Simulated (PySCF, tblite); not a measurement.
Compound: C₄H₅NO.
Bonds: C1–C2 (double), C2–O3, O3–C4, C4–C5, C5–N6 (triple). Hydrogens: H7, H8 on C1; H9 on C2; H10, H11 on C4.

Computed geometry: GFN2-xTB, gas phase.

Entries marked ? are missing. Bonds in one row agree within 0.01 Å.

| coordinate | value |
| --- | --- |
| C1=C2 | 1.323 Å |
| C2–O3 | 1.356 Å |
| O3–C4 | ? |
| C4–C5 | ? |
| C5≡N6 | ? |
| C1–H7 | 1.073 Å |
| C1–H8 | 1.076 Å |
| C2–H9 | 1.081 Å |
| C4–H10, C4–H11 | 1.102 Å |
| C1–C2–O3 | ? |
| C2–O3–C4 | 117.0° |
| O3–C4–C5 | ? |
| C4–C5–N6 | ? |

Estimate the withheld lengths and angles.

- O3–C4 = 1.413 Å, drawn single (ether oxygen to sp3 carbon bound to oxygen); 0.01 Å below the sum of covalent radii, 1.42 Å.
- C4–C5 = 1.449 Å, drawn single (sp3 carbon bound to oxygen to nitrile carbon); equal to the sum of covalent radii, 1.45 Å.
- C5≡N6 = 1.141 Å, drawn triple (nitrile carbon to nitrile nitrogen); 0.26 Å below the sum of covalent radii, 1.40 Å.
- C1–C2–O3 = 128.7°, at the vinylic carbon bearing oxygen; the outer atoms are 2.415 Å apart.
- O3–C4–C5 = 109.2°, at the sp3 carbon bound to oxygen; the outer atoms are 2.332 Å apart.
- C4–C5–N6 = 179.2°, at the nitrile carbon; the outer atoms are 2.590 Å apart.

Radii are Cordero's, carbon taken as 0.76, 0.73 or 0.69 Å for four, three, and two or fewer neighbours.

Its GFN2-xTB frequencies are all real (lowest 66 cm⁻¹). One conformer, not necessarily the lowest (C1–C2–O3–C4 0°, C2–O3–C4–C5 180°).
